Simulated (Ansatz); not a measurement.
# CH2Cl2: the cost of one run

Computed with Ansatz 0.2.0 (DFT B3LYP, Gaussian basis def2-TZVPP, and further levels as typed in the inputs, unless a step's input says otherwise).

### Step 1. Starting point

Bond lengths: Cl1–C2 1.781 Å, C2–Cl3 1.781 Å, C2–H4 1.082 Å, C2–H5 1.082 Å. Angles: Cl1–C2–Cl3 113.1°, Cl1–C2–H4 108.0°, Cl1–C2–H5 108.0°, Cl3–C2–H4 108.0°, Cl3–C2–H5 108.0°, H4–C2–H5 111.8°.

As a file:

```xyz
5

Cl    1.5043    0.7933   -0.0854
C    -0.0035   -0.1499    0.0107
Cl   -1.4658    0.8660   -0.0328
H    -0.0002   -0.6914    0.9479
H    -0.0349   -0.8180   -0.8404
```

### Step 2. Batch in weak fields: CH2Cl2

It takes final geometries of earlier steps.

File input.yaml:

```yaml
hamiltonian:
  xc: { name: B3LYP }
batch:
  members: [f0p.yaml, f0m.yaml, f1p.yaml, f1m.yaml, f2p.yaml, f2m.yaml]
output:
  forces: true
scf:
  lower_state_search: "off"
# f0m.yaml, one of 6 members:
crystal:
  periodic: [false, false, false]
  atoms:
    - { symbol: Cl, position_ang: [1.504289, 0.79331039, -0.08537871] }
    - { symbol: C, position_ang: [-0.0034837, -0.14989583, 0.01067421] }
    - { symbol: Cl, position_ang: [-1.46576383, 0.86601086, -0.03281675] }
    - { symbol: H, position_ang: [-0.00015291, -0.69142828, 0.9478889] }
    - { symbol: H, position_ang: [-0.03489855, -0.81799714, -0.84037765] }
basis:
  gaussian:
    orbitals: def2-TZVPP
    point_charges:
      - { charge: 2.500062, position_ang: [59.999998, 0.0, -2.0e-06] }
      - { charge: -2.500062, position_ang: [-60.000002, 0.0, -2.0e-06] }
```

Started as:

```sh
ansatz run input.yaml --threads 4 --pin off --max-ram 14336MiB --backend cpu --events-out ev --progress --plain --runs-dir out
```

Q: Estimate wall time and peak memory on 4 threads of Intel Xeon 6975P-C (Granite Rapids), shared host.

About 3.4 s, with a peak of 0.79 GiB.
